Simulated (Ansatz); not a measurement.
Process, species as SMILES: O (H2O) → H2O+ (doublet, bonded as O) + e-
B3LYP-D3(BJ)/def2-TZVP geometries, fixed; electronic energies without zero-point terms.

Basis-set convergence of the adiabatic ionisation energy at PBE0 with Ansatz (a quantum-chemistry and plane-wave program). All functions are spherical. The program fits the integrals of some runs and decomposes those of others, by size. Open shells are unrestricted. No added dispersion term, no relativity. Functions are those of the species that has most. Reference: the value in aug-cc-pV5Z, 12.502 eV, itself unsure by roughly 0.001 eV (its mean distance from pcseg-4, aug-pcseg-3, aug-cc-pVQZ). Deviations are taken from unrounded values.

```json
[
 {"basis": "def2-SV(P)", "functions": "18"},
 {"basis": "def2-SVP", "functions": "24"},
 {"basis": "def2-SVPD", "functions": "39"},
 {"basis": "def2-TZVP", "functions": "43"},
 {"basis": "def2-TZVPD", "functions": "58"},
 {"basis": "def2-TZVPP", "functions": "59"},
 {"basis": "def2-TZVPPD", "functions": "74"},
 {"basis": "def2-QZVPP", "functions": "117"},
 {"basis": "def2-QZVPPD", "functions": "132"}
]
```

Which is the smallest def2 set listed that can be trusted to 0.1 eV here, that is, within that of the reference together with its larger relatives (same family, alike in diffuse functions; a set with none to test it counts only in the reference's own line)?

The smallest set listed that lies within 0.1 eV of the reference with all its larger relatives (same family, alike in diffuse functions; a set with none counts only in the reference's own line) is def2-SVPD (39 functions, 0.070 eV off). Value minus reference: def2-SV(P) -0.311, def2-SVP -0.335, def2-SVPD 0.070, def2-TZVP -0.086, def2-TZVPD -0.014, def2-TZVPP -0.065, def2-TZVPPD -0.003, def2-QZVPP -0.019, def2-QZVPPD -0.001 eV.
